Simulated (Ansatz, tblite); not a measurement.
**The cluster Mg₂Si: rung by rung**

One table from this session's results is given with a row withheld; the runs are named, their logs left out.

Program: Ansatz 0.2.0, Gaussian basis. Level of theory: as each input shows. These are calculated values, not measurements.

The runs, in order: GFN1-xTB, GFN2-xTB, PBE-D4/def2-TZVP, r2SCAN-D4/def2-TZVP, B3LYP-D4/def2-TZVP, BHLYP-D4/def2-TZVP, B97M-V/def2-TZVP, CAM-B3LYP-D4/def2-TZVP, ωB97X-V/def2-TZVP, PBE-D4/def2-SVP, PBE0-D4/def2-SVP, HF/STO-3G, HF/6-31G, B3LYP-D4/6-31G, PBE0-D4/def2-TZVPD, PBE-D4/def2-TZVPD, r2SCAN-D4/def2-TZVPD, CCSD(T)/def2-TZVPP, MP2/def2-TZVP, RPA/def2-TZVP, CCSD(T)/def2-TZVPD.

### The relaxed structure

The geometry is that of the singlet, from an earlier relaxation (B3LYP-D4/def2-TZVP). At that level it is the lowest of the isomers that a small search found.

3 atoms, charge 0, spin multiplicity 1.

Bond lengths: Mg1–Si3 2.516 Å, Mg2–Si3 2.516 Å. Angles: Mg1–Si3–Mg2 88.7°.

Coordinates:

```
Mg   -1.8509   -0.0224    0.1583
Mg    1.3935   -0.6339   -1.0523
Si    0.4574    0.6562    0.8940
```

PBE0-D4/def2-TZVP was run before; its log isn't repeated, and its numbers join the tables.

The first run:

Tight binding, by tblite at 300 K electronic temperature and without a spin-polarisation term:

```python
tblite.interface.Calculator('GFN1-xTB', numbers, positions, charge=0, uhf=0).singlepoint()
```

Tight binding, by tblite at 300 K electronic temperature and without a spin-polarisation term:

```python
tblite.interface.Calculator('GFN2-xTB', numbers, positions, charge=0, uhf=0).singlepoint()
```

start.molden holds the orbitals of an earlier run on this state, given as this run's starting guess.

in.yaml reads:

```yaml
crystal:
  periodic: [false, false, false]
  atoms:
    - {symbol: Mg, position_ang: [-1.850933, -0.022383, 0.158333]}
    - {symbol: Mg, position_ang: [1.393478, -0.633866, -1.052283]}
    - {symbol: Si, position_ang: [0.457444, 0.656239, 0.893950]}
basis:
  gaussian: {orbitals: def2-TZVP, initial_orbitals: start.molden}
hamiltonian: {xc: pbe, dispersion: d4}
scf: {omitted_lower_state_checks: [starts]}
output: {orbitals: {seedname: orbitals}}
```

The run is started by

```bash
ansatz run in.yaml --threads 4 --pin off --events-out ev --progress --plain --max-ram 3916MiB
```

Steps of the session up to this table: PBE-D4/def2-TZVP; r2SCAN-D4/def2-TZVP; B3LYP-D4/def2-TZVP; BHLYP-D4/def2-TZVP; B97M-V/def2-TZVP; CAM-B3LYP-D4/def2-TZVP; ωB97X-V/def2-TZVP; PBE-D4/def2-SVP; PBE0-D4/def2-SVP; HF/STO-3G; HF/6-31G; B3LYP-D4/6-31G; PBE0-D4/def2-TZVPD; PBE-D4/def2-TZVPD; r2SCAN-D4/def2-TZVPD; CCSD(T)/def2-TZVPP; MP2/def2-TZVP; RPA/def2-TZVP; CCSD(T)/def2-TZVPD.

One table of the session follows, with a row left open; its other results are not shown here.

| level | HOMO (eV) | gap (eV) |
| --- | --- | --- |
| HF/STO-3G | 1.04 | 7.98 |
| HF/6-31G | -5.63 | 5.34 |
| PBE-D4/def2-SVP | -3.37 | 0.09 |
| PBE-D4/def2-TZVP | -3.38 | 0.11 |
| PBE-D4/def2-TZVPD | -3.42 | 0.12 |
| r2SCAN-D4/def2-TZVP | -3.49 | 0.25 |
| r2SCAN-D4/def2-TZVPD | -3.51 | 0.26 |
| B97M-V/def2-TZVP | -3.37 | 0.28 |
| B3LYP-D4/6-31G | ? | ? |
| B3LYP-D4/def2-TZVP | -3.89 | 1.12 |
| PBE0-D4/def2-SVP | -4.07 | 1.39 |
| PBE0-D4/def2-TZVP | -4.09 | 1.43 |
| PBE0-D4/def2-TZVPD | -4.11 | 1.43 |
| BHLYP-D4/def2-TZVP | -4.62 | 2.72 |
| CAM-B3LYP-D4/def2-TZVP | -5.04 | 3.31 |
| ωB97X-V/def2-TZVP | -5.90 | 4.96 |

Q: Estimate the row for B3LYP-D4/6-31G from the others.

As computed: HOMO (eV): -3.94; gap (eV): 1.10. In the column «HOMO (eV)» it lies between PBE0-D4/def2-SVP (-4.07) and B3LYP-D4/def2-TZVP (-3.89).
